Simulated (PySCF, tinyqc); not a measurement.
Inside a calculation. Method: harmonic frequencies on the RHF/sto-3g surface (energies and gradients from PySCF), for CH2, spin multiplicity 1. The lowest restricted solution is unstable here: a spin-polarised one lies 0.0253 hartree lower (PySCF). Computed by tinyqc, a small Python program that keeps every step (integrals from PySCF). Settings: charge = 0, multiplicity = 1, basis = sto-3g, delta = 0.01. Command: `OMP_NUM_THREADS=1 python tinyqc.py 23290 23291 out.jsonl` (the two numbers bound the seeds that draw the settings). One thread of a shared host (Intel(R) Xeon(R) Processor @ 2.60GHz), about 1 s of CPU time with the checks.

## One row of the Hessian: 3Hy

optimised positions (bohr):
```
          x         y         z
1C  0.01489  -0.05777  -0.15164
2H  0.12629   1.61421   1.14891
3H  0.03456  -1.64336   1.25717
```

gradient at +delta (hartree/bohr):
```
             x           y           z
1C  -0.0000059  -0.0024615   0.0014276
2H   0.0000087  -0.0003192   0.0003858
3H  -0.0000029   0.0027808  -0.0018135
```

gradient at -delta (hartree/bohr):
```
             x           y           z
1C   0.0000053   0.0024098  -0.0013907
2H  -0.0000081   0.0003199  -0.0003705
3H   0.0000028  -0.0027298   0.0017612
```

Displace 3Hy by +/-0.01 bohr; H(k, :) = (g(+) - g(-)) / (2 delta).

row of the Hessian (hartree/bohr^2): 1Cx -0.0005593, 1Cy -0.2435690, 1Cz 0.1409182, 2Hx 0.0008432, 2Hy -0.0319572, 2Hz 0.0378159, 3Hx -0.0002840, 3Hy 0.2755263, 3Hz -0.1787341

## Hessian by finite differences

All rows are made in the same way, and the matrix is symmetrised.

Hessian (symmetrised) (hartree/bohr^2):
```
            1Cx         1Cy         1Cz         2Hx         2Hy         2Hz         3Hx         3Hy
1Cx   0.0013808   0.0149682   0.0194487  -0.0011715  -0.0144088  -0.0154608  -0.0002083  -0.0005594
1Cy   0.0149682   0.5094927  -0.0038128  -0.0178499  -0.2659244  -0.2096569   0.0028817  -0.2435688
1Cz   0.0194487  -0.0038128   0.4124541  -0.0133036  -0.1371030  -0.1945575  -0.0061453   0.1409158
2Hx  -0.0011715  -0.0178499  -0.0133036   0.0011598   0.0170066   0.0136295   0.0000112   0.0008433
2Hy  -0.0144088  -0.2659244  -0.1371030   0.0170066   0.2978818   0.1718410  -0.0025978  -0.0319572
2Hz  -0.0154608  -0.2096569  -0.1945575   0.0136295   0.1718410   0.1796529   0.0018313   0.0378158
3Hx  -0.0002083   0.0028817  -0.0061453   0.0000112  -0.0025978   0.0018313   0.0001965  -0.0002838
3Hy  -0.0005594  -0.2435688   0.1409158   0.0008433  -0.0319572   0.0378158  -0.0002838   0.2755263
3Hz  -0.0039880   0.2134695  -0.2178989  -0.0003260  -0.0347383   0.0149057   0.0043140  -0.1787311

            3Hz
1Cx  -0.0039880
1Cy   0.2134695
1Cz  -0.2178989
2Hx  -0.0003260
2Hy  -0.0347383
2Hz   0.0149057
3Hx   0.0043140
3Hy  -0.1787311
3Hz   0.2029944
```

## Normal modes

masses (u): 1C 12.00000, 2H 1.00782, 3H 1.00782

Diagonalise H_ij / sqrt(m_i m_j); the 6 smallest eigenvalues belong to translations and rotations; wavenumber = sqrt(eigenvalue / 1822.888) x 219474.63; each mode has its largest component positive (the first on a tie); zero-point energy = sum of wavenumbers / 2, with 349.755 1/cm per kcal/mol.

eigenvalues of the mass-weighted Hessian (hartree/(bohr^2 u)): -0.00001  0.00000  0.00000  0.00000  0.00000  0.00001  0.12346  0.43263  0.47084

harmonic wavenumbers of the vibrations (1/cm): 1806.2  3381.1  3527.3

mass-weighted modes:
```
       mode 1    mode 2    mode 3
1Cx  -0.01448  -0.01122  -0.00845
1Cy  -0.00953  -0.00755  -0.30017
1Cz  -0.29924  -0.23191   0.01010
2Hx   0.01279   0.03510   0.03540
2Hy  -0.41630   0.57140   0.53133
2Hz   0.53069   0.38178   0.41332
3Hx   0.03717   0.00363  -0.00626
3Hy   0.44920  -0.54536   0.50443
3Hz   0.50189   0.41846  -0.44816
```

zero-point energy = 12.45816 kcal/mol
